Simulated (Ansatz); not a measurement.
# 1T (CdI2-type) CdI2

Computed with Hartree–Fock (plane waves, PAW; Ansatz, a program for electronic structure).

Settings: plane-wave cutoff 460 eV, 9×9×4 k mesh (along the axes of the cell as run), Fermi–Dirac smearing 0.01 eV, scalar-relativistic PAW data made under PBE.

Cell: relaxed at this level.

```yaml
lattice_constant_a: 4.489 Å
lattice_parameter_c: 8.614 Å
band_gap: 9.41 eV
smallest_direct_gap_on_the_k_points_sampled: 9.49 eV
```

Measured, for comparison: lattice constant a 4.244 Å, lattice parameter c 6.859 Å (temperature not stated, not corrected to a static lattice; as tabulated in de Haan, NBS Special Publication (1969), 233, by the Crystallography Open …). Computed (rounded) less measured: lattice constant a +5.8 %, lattice parameter c +25.6 %.

Note: the cell comes from a level without a dispersion term, which matters for the spacing of layers, chains or molecules; the cell has widely spaced layers and the level no dispersion term, so their spacing and the moduli can rest on weak binding.

Spin–orbit coupling is not included; with these elements it can move the gap by several tenths of an eV or more.

Computed values are for the static lattice.

Cost on a shared machine: very roughly 11 core-hours.
